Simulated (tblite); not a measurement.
Species: C₄H₈NO (doublet state).
Geometry (GFN2-xTB, Å), atoms numbered from 1 in this order:
```xyz
14
C4H8NO angstrom
C     -1.9918   -0.0612    0.2637
C     -0.8138   -0.8727    0.7964
O      0.3293   -0.0909    1.0706
C      0.9988    0.3967   -0.0580
C      2.4605    0.6547    0.3021
N      3.4099    0.6378   -0.4564
H     -1.7615    0.3683   -0.7086
H     -2.8594   -0.7064    0.1603
H     -2.2323    0.7429    0.9547
H     -1.0748   -1.3256    1.7559
H     -0.5571   -1.6730    0.0859
H      0.5886    1.3642   -0.3883
H      0.9544   -0.3144   -0.8942
H      2.5485    0.8793    1.3736
```

Level: GFN2-xTB in tblite, geometry and Hessian alike; calculated harmonic values, unscaled, isolated species. Against measured fundamentals such values can be off by several per cent, at times by over 20. One conformer, not necessarily the lowest. Open shells enter through the occupations alone, without spin polarisation, and single modes of such species can be off by tens of per cent.

Harmonic wavenumbers (cm⁻¹): 28.6, 75.7, 117.3, 197.8, 271.2, 339.9, 433.1, 478.9, 707.7, 823.5, 918.9, 937.7, 955.8, 1031.6, 1079.2, 1114.3, 1124.0, 1168.8, 1193.1, 1260.9, 1296.2, 1336.2, 1400.3, 1437.9, 1460.9, 1487.7, 1495.5, 1840.4, 2801.3, 2841.0, 2868.0, 2896.0, 2975.9, 3038.8, 3047.5, 3053.0.

A = 13617, B = 1549, C = 1485 MHz; mass 86.061 u (most abundant isotopes); point group C1, symmetry number 1; spin multiplicity 2.

Question: What is the zero-point energy?

Answer: Half the sum of the wavenumbers: 24767 cm⁻¹ = 70.81 kcal/mol.

Question: What is S at 298.15 K and 1 bar for an ideal gas of classical rigid rotors and harmonic oscillators?

Answer: Translation 39.30, rotation 26.73, vibration 20.94, spin (R ln 2) 1.38: S = 88.3 cal/(mol K).

Question: And Cp and H(298.15 K) − H(0)?

Answer: Cp = 26.99 cal/(mol K), of which vibrations give 19.04 (their classical limit is 36 R = 71.5); H(298.15 K) − H(0) = 5.39 kcal/mol without the zero-point energy, 3.02 from vibrations.

Question: What must be added to the electronic energy to get the Gibbs energy at 298.15 K and 1 bar?

Answer: ZPE + [H(298.15 K) − H(0)] − T·S = 70.81 + 5.39 − 26.34 = 49.86 kcal/mol.

Question: How do the functions run with temperature in this model?

Answer: 
| T (K) | S (cal/(mol K)) | Cp (cal/(mol K)) | H − H(0) (kcal/mol) | G − H(0) (kcal/mol) | ln q(vib) |
| --- | --- | --- | --- | --- | --- |
| 50 | 56.8 | 12.3 | 0.50 | -2.34 | 0.74 |
| 100 | 66.4 | 15.6 | 1.20 | -5.43 | 1.79 |
| 373.15 | 94.9 | 32.0 | 7.60 | -27.83 | 6.71 |
| 500 | 105.4 | 39.8 | 12.16 | -40.55 | 8.82 |
| 750 | 123.9 | 51.2 | 23.63 | -69.26 | 12.86 |
| 1000 | 139.7 | 58.9 | 37.46 | -102.26 | 16.70 |

q(vib) and H(0) count from the zero-point level.

Hindered rotation and anharmonicity are outside this model. Other conformers, if any are populated, would add a mixing term that is left out. The structure is chiral; the term R ln 2 for an equal mix with its mirror image is left out.
